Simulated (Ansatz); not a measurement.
# HF with CH4: superposition error and deformation, part 3 of 3

Ansatz 0.2.0, Gaussian basis. Earlier steps stand in the parts before.

### 20 wB97X-V/def2-TZVPPD

The inputs:

free-a/in.yaml

```yaml
crystal:
  periodic: [false, false, false]
  atoms:
    - {symbol: F, position_ang: [-0.090754, 0.078027, -2.403486]}
    - {symbol: H, position_ang: [-0.057471, 0.048846, -1.484504]}
basis:
  gaussian: {orbitals: "def2-TZVPPD.json"}
hamiltonian: {xc: {name: wB97X-V}}
```

free-b/in.yaml

```yaml
crystal:
  periodic: [false, false, false]
  atoms:
    - {symbol: C, position_ang: [0.029644, -0.025353, 0.777589]}
    - {symbol: H, position_ang: [0.955633, 0.401870, 0.393730]}
    - {symbol: H, position_ang: [0.069556, -0.060267, 1.865973]}
    - {symbol: H, position_ang: [-0.094407, -1.034667, 0.386154]}
    - {symbol: H, position_ang: [-0.812201, 0.591645, 0.464645]}
basis:
  gaussian: {orbitals: "def2-TZVPPD.json"}
hamiltonian: {xc: {name: wB97X-V}}
```

Each run has its own folder and the same command.

Command:

```console
> ansatz run in.yaml --threads 2 --pin off --events-out ev --progress --plain --max-ram 5222MiB
```

Log of free-a, shortened:

```text
Functional definition: wB97X-V
  name "wB97X-V"
  cite "Mardirossian & Head-Gordon, Phys. Chem. Chem. Phys. 16, 9904 (2014) doi:10.1039/C3CP54374A"
  cite "Becke, J. Chem. Phys. 107, 8554 (1997) doi:10.1063/1.475007"
  cite "Vydrov & Van Voorhis, J. Chem. Phys. 133, 244103 (2010) doi:10.1063/1.3521275"
[...]
      + integral(e_c_pw_opposite_spin*poly(b97_u_opposite, cos0, cos1)) + vv10(b, c)
256 factors; their error is unknown
78 factors; integrals over basis functions are off by at most 2.5e-5 eV
[...]
mean field -2733.56426018 eV, -100.4566336852 hartree, gradient 1.3e-5 eV, S^2 0.000000; 0 other end points of the search recorded, 0 dependent functions left out
reference -2733.56425835 eV, -100.4566336180 hartree; 5, 5 occupied and 52, 52 virtual orbitals, 256 factors
Total energy: -2733.56425835 eV, -100.4566336180 hartree
```

free-b printed, shortened:

```text
[... 5 set-up lines as earlier in the session ...]
[...]
      + integral(e_c_pw_opposite_spin*poly(b97_u_opposite, cos0, cos1)) + vv10(b, c)
410 factors; their error is unknown
151 factors; integrals over basis functions are off by at most 1.9e-5 eV
[...]
mean field -1102.51116454 eV, -40.5165379880 hartree, gradient 3.3e-5 eV, S^2 0.000000; 0 other end points of the search recorded, 0 dependent functions left out
reference -1102.51116322 eV, -40.5165379396 hartree; 5, 5 occupied and 100, 100 virtual orbitals, 410 factors
Total energy: -1102.51116322 eV, -40.5165379396 hartree
```

Times: 0.85 s (free-a), 2.5 s (free-b) on 2 threads of Arm Neoverse N1, shared host.

### 21 wB97M-V/def2-TZVPPD

The same edit goes into each in.yaml of step 20 (free-a, free-b):

```diff
-hamiltonian: {xc: {name: wB97X-V}}
+hamiltonian: {xc: {name: wB97M-V}}
```

The same command starts each run, in its folder.

Command:

```console
> ansatz run in.yaml --threads 2 --pin off --events-out ev --progress --plain --max-ram 5222MiB
```

Output in free-a, shortened:

```text
[... 5 set-up lines as earlier in the session ...]
  # Of w^i u^j: cxij and so on, Table III.
[...]
  gx(w, u) = 1 - cx + cx01*u + cx10*w
[...]
      + integral(e_c_pw_mod_opposite_spin*gos(b97_w_opposite, b97_u_opposite)) + vv10(b, c)
256 factors; their error is unknown
78 factors; integrals over basis functions are off by at most 2.5e-5 eV
[...]
mean field -2733.75173470 eV, -100.4635232467 hartree, gradient 6.5e-5 eV, S^2 0.000000; 0 other end points of the search recorded, 0 dependent functions left out
reference -2733.75177940 eV, -100.4635248896 hartree; 5, 5 occupied and 52, 52 virtual orbitals, 256 factors
Total energy: -2733.75177940 eV, -100.4635248896 hartree
```

free-b printed, shortened:

```text
[... 5 set-up lines as earlier in the session ...]
  # Of w^i u^j: cxij and so on, Table III.
[...]
  gx(w, u) = 1 - cx + cx01*u + cx10*w
[...]
      + integral(e_c_pw_mod_opposite_spin*gos(b97_w_opposite, b97_u_opposite)) + vv10(b, c)
410 factors; their error is unknown
151 factors; integrals over basis functions are off by at most 1.9e-5 eV
[...]
mean field -1101.86666776 eV, -40.4928531683 hartree, gradient 2.5e-5 eV, S^2 0.000000; 0 other end points of the search recorded, 0 dependent functions left out
reference -1101.86670047 eV, -40.4928543703 hartree; 5, 5 occupied and 100, 100 virtual orbitals, 410 factors
Total energy: -1101.86670047 eV, -40.4928543703 hartree
```

Times: 0.8 s (free-a), 2.5 s (free-b) on 2 threads of Arm Neoverse N1, shared host.

### 22 B2PLYP/def2-TZVPPD

Each input of step 21 (free-a, free-b) changes in the same lines:

```diff
-hamiltonian: {xc: {name: wB97M-V}}
+hamiltonian: {xc: {name: B2PLYP}}
```

One command serves all of them, each in its own folder.

Command:

```console
> ansatz run in.yaml --threads 2 --pin off --events-out ev --progress --plain --max-ram 5222MiB
```

Log of free-a, shortened:

```text
[... 5 set-up lines as earlier in the session ...]
[...]
352 factors; integrals over basis functions are off by at most 1.1e-3 eV
[...]
mean field -2730.77281517 eV, -100.3540499732 hartree, gradient 3.2e-6 eV, S^2 0.000000; 0 other end points of the search recorded, 0 dependent functions left out
1 core orbitals not correlated: weight in the atoms' cores, before any rotation towards them, 1.000 or more for the frozen orbitals, at most 0.000 for the correlated occupied ones
reference -2730.77292085 eV, -100.3540538570 hartree; 4, 4 occupied and 52, 52 virtual orbitals, 352 factors
second order -8.70933904 eV of doubles, -0.00000000 eV of singles
Total energy: -2733.12444239 eV, -100.4404706797 hartree
```

Output in free-b, shortened:

```text
[... 5 set-up lines as earlier in the session ...]
[...]
583 factors; integrals over basis functions are off by at most 6.0e-4 eV
[...]
mean field -1099.97333305 eV, -40.4232744009 hartree, gradient 5.5e-6 eV, S^2 0.000000; 0 other end points of the search recorded, 0 dependent functions left out
1 core orbitals not correlated: weight in the atoms' cores, before any rotation towards them, 1.000 or more for the frozen orbitals, at most 0.000 for the correlated occupied ones
reference -1099.97344557 eV, -40.4232785357 hartree; 4, 4 occupied and 100, 100 virtual orbitals, 583 factors
second order -6.46463710 eV of doubles, -0.00000000 eV of singles
Total energy: -1101.71889758 eV, -40.4874227143 hartree
```

Times: 0.45 s (free-a), 1.2 s (free-b) on 2 threads of Arm Neoverse N1, shared host.

### 23 BLYP-D4/def2-TZVPPD

Each input of step 22 (free-a, free-b) changes in the same lines:

```diff
-hamiltonian: {xc: {name: B2PLYP}}
+hamiltonian: {xc: {name: BLYP}, dispersion: d4}
```

The same command starts each run, in its folder.

Command:

```console
> ansatz run in.yaml --threads 2 --pin off --events-out ev --progress --plain --max-ram 5222MiB
```

Log of free-a, shortened:

```text
[... 4 set-up lines as earlier in the session ...]
[...]
256 factors; their error is unknown
[...]
mean field -2734.32857252 eV, -100.4847216455 hartree, gradient 4.1e-5 eV, S^2 0.000000; 0 other end points of the search recorded, 0 dependent functions left out
reference -2734.32880925 eV, -100.4847303454 hartree; 5, 5 occupied and 52, 52 virtual orbitals, 256 factors
Total energy: -2734.33339125 eV, -100.4848987307 hartree
```

free-b printed, shortened:

```text
[... 4 set-up lines as earlier in the session ...]
[...]
410 factors; their error is unknown
[...]
mean field -1102.10561479 eV, -40.5016343094 hartree, gradient 5.1e-6 eV, S^2 0.000000; 0 other end points of the search recorded, 0 dependent functions left out
reference -1102.10588393 eV, -40.5016442001 hartree; 5, 5 occupied and 100, 100 virtual orbitals, 410 factors
Total energy: -1102.16300044 eV, -40.5037431933 hartree
```

Times: 0.3 s (free-a), 0.85 s (free-b) on 2 threads of Arm Neoverse N1, shared host.

### 24 revPBE-D4/def2-TZVPPD

Each input of step 23 (free-a, free-b) changes in the same lines:

```diff
-hamiltonian: {xc: {name: BLYP}, dispersion: d4}
+hamiltonian: {xc: {name: revPBE}, dispersion: d4}
```

One command serves all of them, each in its own folder.

Command:

```console
> ansatz run in.yaml --threads 2 --pin off --events-out ev --progress --plain --max-ram 5222MiB
```

Log of free-a, shortened:

```text
[... 4 set-up lines as earlier in the session ...]
[...]
256 factors; their error is unknown
[...]
mean field -2733.67831070 eV, -100.4608249645 hartree, gradient 5.1e-6 eV, S^2 0.000000; 0 other end points of the search recorded, 0 dependent functions left out
reference -2733.67835758 eV, -100.4608266872 hartree; 5, 5 occupied and 52, 52 virtual orbitals, 256 factors
Total energy: -2733.68777981 eV, -100.4611729477 hartree
```

free-b printed, shortened:

```text
[... 4 set-up lines as earlier in the session ...]
[...]
410 factors; their error is unknown
[...]
mean field -1102.57772180 eV, -40.5189839222 hartree, gradient 1.4e-5 eV, S^2 0.000000; 0 other end points of the search recorded, 0 dependent functions left out
reference -1102.57776170 eV, -40.5189853886 hartree; 5, 5 occupied and 100, 100 virtual orbitals, 410 factors
Total energy: -1102.68824485 eV, -40.5230455692 hartree
```

Times: 0.3 s (free-a), 0.75 s (free-b) on 2 threads of Arm Neoverse N1, shared host.

### 25 B97M-V/def2-TZVPPD

Each input of step 24 (free-a, free-b) changes in the same lines:

```diff
-hamiltonian: {xc: {name: revPBE}, dispersion: d4}
+hamiltonian: {xc: {name: B97M-V}}
```

One command serves all of them, each in its own folder.

Command:

```console
> ansatz run in.yaml --threads 2 --pin off --events-out ev --progress --plain --max-ram 5222MiB
```

free-a printed, shortened:

```text
[... 5 set-up lines as earlier in the session ...]
  # Of w^i u^j: cxij and so on, Table III.
[...]
  gx(w, u) = cx00 + cx01*u + cx02*u^2 + (cx10 + cx11*u)*w
[...]
  gos(w, u) = cos00 + cos01*u + cos03*u^3 + cos10*w + cos32*w^3*u^2
[...]
      + integral(e_c_pw_mod_opposite_spin*gos(b97_w_opposite, b97_u_opposite)) + vv10(b, c)
256 factors; their error is unknown
[...]
mean field -2733.45887947 eV, -100.4527610157 hartree, gradient 4.3e-5 eV, S^2 0.000000; 0 other end points of the search recorded, 0 dependent functions left out
reference -2733.45893418 eV, -100.4527630261 hartree; 5, 5 occupied and 52, 52 virtual orbitals, 256 factors
Total energy: -2733.45893418 eV, -100.4527630261 hartree
```

Log of free-b, shortened:

```text
[... 5 set-up lines as earlier in the session ...]
  # Of w^i u^j: cxij and so on, Table III.
[...]
  gx(w, u) = cx00 + cx01*u + cx02*u^2 + (cx10 + cx11*u)*w
[...]
  gos(w, u) = cos00 + cos01*u + cos03*u^3 + cos10*w + cos32*w^3*u^2
[...]
      + integral(e_c_pw_mod_opposite_spin*gos(b97_w_opposite, b97_u_opposite)) + vv10(b, c)
410 factors; their error is unknown
[...]
mean field -1102.89649785 eV, -40.5306987258 hartree, gradient 3.7e-5 eV, S^2 0.000000; 0 other end points of the search recorded, 0 dependent functions left out
reference -1102.89653860 eV, -40.5307002235 hartree; 5, 5 occupied and 100, 100 virtual orbitals, 410 factors
Total energy: -1102.89653860 eV, -40.5307002235 hartree
```

Wall times: 0.8 s (free-a), 3 s (free-b) on 2 threads of Arm Neoverse N1, shared host.

### 26 HSE06-D4/def2-TZVPPD

Each input of step 25 (free-a, free-b) changes in the same lines:

```diff
-hamiltonian: {xc: {name: B97M-V}}
+hamiltonian: {xc: hse06, dispersion: d4}
```

The same command starts each run, in its folder.

Command:

```console
> ansatz run in.yaml --threads 2 --pin off --events-out ev --progress --plain --max-ram 5222MiB
```

Log of free-a, shortened:

```text
[... 6 set-up lines as earlier in the session ...]
[...]
256 factors; their error is unknown
24 factors; integrals over basis functions are off by at most 5.9e-5 eV
[...]
mean field -2731.81029333 eV, -100.3921765925 hartree, gradient 4.2e-5 eV, S^2 0.000000; 0 other end points of the search recorded, 0 dependent functions left out
reference -2731.81033071 eV, -100.3921779659 hartree; 5, 5 occupied and 52, 52 virtual orbitals, 256 factors
Total energy: -2731.81168806 eV, -100.3922278479 hartree
```

free-b printed, shortened:

```text
[... 6 set-up lines as earlier in the session ...]
[...]
410 factors; their error is unknown
55 factors; integrals over basis functions are off by at most 2.7e-6 eV
[...]
mean field -1101.30903617 eV, -40.4723605851 hartree, gradient 1.4e-5 eV, S^2 0.000000; 0 other end points of the search recorded, 0 dependent functions left out
reference -1101.30906414 eV, -40.4723616132 hartree; 5, 5 occupied and 100, 100 virtual orbitals, 410 factors
Total energy: -1101.32627387 eV, -40.4729940589 hartree
```

They took 0.4 s (free-a), 0.85 s (free-b) on 2 threads of Arm Neoverse N1, shared host.

### 27 CCSD(T)/def2-TZVPPD

The same edit goes into each in.yaml of step 26 (free-a, free-b):

```diff
-hamiltonian: {xc: hse06, dispersion: d4}
+correlation: {method: ccsd_t}
```

The same command starts each run, in its folder.

Command:

```console
> ansatz run in.yaml --threads 2 --pin off --events-out ev --progress --plain --max-ram 5222MiB
```

Output in free-a, shortened:

```text
[... 4 set-up lines as earlier in the session ...]
[...]
352 factors; integrals over basis functions are off by at most 1.1e-3 eV
[...]
mean field -2722.93999443 eV, -100.0661991204 hartree, gradient 1.6e-6 eV, S^2 0.000000; 0 other end points of the search recorded, 0 dependent functions left out
1 core orbitals not correlated: weight in the atoms' cores, before any rotation towards them, 1.000 or more for the frozen orbitals, at most 0.000 for the correlated occupied ones
reference -2722.93999443 eV, -100.0661991204 hartree; 4, 4 occupied and 52, 52 virtual orbitals, 352 factors
second order -7.43406948 eV of doubles, -0.00000000 eV of singles
cycle   1  -7.34231760 eV  change    9.2e-2 eV  update   4.7e-2
[...]
cycle   9  -7.48866791 eV  change    2.0e-6 eV  update   1.5e-6
perturbative correction -0.18478718 eV, -0.0067908036 hartree
Total energy: -2730.61344952 eV, -100.3481933935 hartree
```

Log of free-b, shortened:

```text
[... 4 set-up lines as earlier in the session ...]
[...]
583 factors; integrals over basis functions are off by at most 6.0e-4 eV
[...]
mean field -1094.29005915 eV, -40.2144179373 hartree, gradient 1.4e-6 eV, S^2 0.000000; 0 other end points of the search recorded, 0 dependent functions left out
1 core orbitals not correlated: weight in the atoms' cores, before any rotation towards them, 1.000 or more for the frozen orbitals, at most 0.000 for the correlated occupied ones
reference -1094.29005915 eV, -40.2144179373 hartree; 4, 4 occupied and 100, 100 virtual orbitals, 583 factors
second order -5.39723312 eV of doubles, -0.00000000 eV of singles
cycle   1  -5.78965989 eV  change   -3.9e-1 eV  update   4.3e-2
[...]
cycle   8  -5.95016042 eV  change   -3.7e-6 eV  update   2.6e-6
perturbative correction -0.17212917 eV, -0.0063256303 hartree
Total energy: -1100.41234874 eV, -40.4394079300 hartree
```

Wall times: 0.45 s (free-a), 1.6 s (free-b) on 2 threads of Arm Neoverse N1, shared host.

### 28 The split

```
      method  interaction with counterpoise (kJ/mol)  without  superposition error  deformation  binding energy
      PBE-D4                                   -8.57    -8.78                 0.21         0.00           -8.57
   revPBE-D4                                   -5.66    -5.86                 0.20        -0.01           -5.67
     BLYP-D4                                   -5.55    -5.78                 0.23        -0.02           -5.57
   r2SCAN-D4                                   -8.97    -9.13                 0.16         0.28           -8.69
      B97M-V                                   -7.45    -7.60                 0.15         0.45           -7.00
     PBE0-D4                                   -7.93    -8.09                 0.16         0.33           -7.60
    B3LYP-D4                                   -6.35    -6.54                 0.19         0.26           -6.09
    HSE06-D4                                   -7.94    -8.09                 0.16         0.33           -7.61
     wB97X-V                                   -7.17    -7.33                 0.15         0.27           -6.91
     wB97M-V                                   -7.18    -7.34                 0.16         0.31           -6.87
      B2PLYP                                   -5.06    -5.57                 0.51         0.33           -4.74
Hartree-Fock                                   -0.39    -0.50                 0.11         0.89            0.50
         MP2                                   -5.77    -7.15                 1.38         0.36           -5.41
        CCSD                                   -5.01    -6.33                 1.31         0.39           -4.62
     CCSD(T)                                   -5.90    -7.32                 1.42         0.32           -5.58
```

### 29 Results

This closing draws on all 3 parts.

| quantity | value |
| --- | --- |
| interaction, CCSD(T) | -5.90 kJ/mol |
| superposition error | 1.42 kJ/mol |
| deformation | 0.32 kJ/mol |
| binding energy | -5.58 kJ/mol |

In words: In this basis the superposition error is 1.42 kJ/mol for CCSD(T) and 0.18 kJ/mol on average for the plain functionals: correlated methods borrow far more, since they need many more functions to converge. Deformation takes back 5 % of the interaction. The free shapes are PBE0-D4 minima, so other methods can show a small negative deformation energy.
